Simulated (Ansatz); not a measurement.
in.yaml

```yaml
crystal:
  periodic: [false, false, false]
  atoms:
    - {symbol: Si, position_ang: [0.000000, -0.040384, 1.308758]}
    - {symbol: Al, position_ang: [0.000000, -0.013244, -1.375539]}
    - {symbol: H, position_ang: [0.000000, 1.479803, 0.354229]}
basis:
  gaussian: {orbitals: 6-31G}
magnetization: {spin_polarized: true, initial_magnetization: 2}
hamiltonian: {xc: hf}
output: {forces: true, orbitals: {seedname: orbitals}}
```

```sh
$ ansatz run in.yaml --threads 1 --pin off --events-out ev --progress --plain --max-ram 2393MiB
```

Log:

```
310 factors; integrals over basis functions are off by at most 2.0e-4 eV
mean field evaluation 1: about -14456.5110 eV, gradient 5.0e0 eV
mean field evaluation 2: about -14456.5132 eV, gradient 5.0e0 eV
mean field evaluation 4: about -14457.0140 eV, gradient 1.1e0 eV
mean field evaluation 8: about -14457.0682 eV, gradient 1.6e-2 eV
mean field evaluation 16: about -14456.9863 eV, gradient 6.9e-1 eV
mean field evaluation 32: about -14457.0111 eV, gradient 1.1e0 eV
mean field evaluation 64: about -14453.4156 eV, gradient 6.1e-1 eV
mean field -14457.06816839 eV, -531.2874558356 hartree, gradient 2.2e-5 eV, S^2 2.050481; 6 other end points of the search recorded, 0 dependent functions left out
the calculation of the forces begins
reference -14457.06816839 eV, -531.2874558356 hartree; 15, 13 occupied and 13, 15 virtual orbitals, 310 factors
Total energy: -14457.06816839 eV, -531.2874558356 hartree
Atom 0 at     0.000000    -0.040384     1.308758 Å, force     0.000000     0.879669    -0.874956 eV/Å
Atom 1 at     0.000000    -0.013244    -1.375539 Å, force    -0.000000     0.129756     0.478802 eV/Å
Atom 2 at     0.000000     1.479803     0.354229 Å, force    -0.000000    -1.009425     0.396153 eV/Å
Dipole moment:     0.000000    -0.092264    -0.591936 e Å
```

Forces (eV/Å):
```
Si   0.000  0.880 -0.875
Al   0.000  0.130  0.479
H    0.000 -1.009  0.396
```

Ran on 1 thread of Intel Xeon Platinum 8488C, shared host: 0.66 s wall, 0.08 GiB peak host memory.
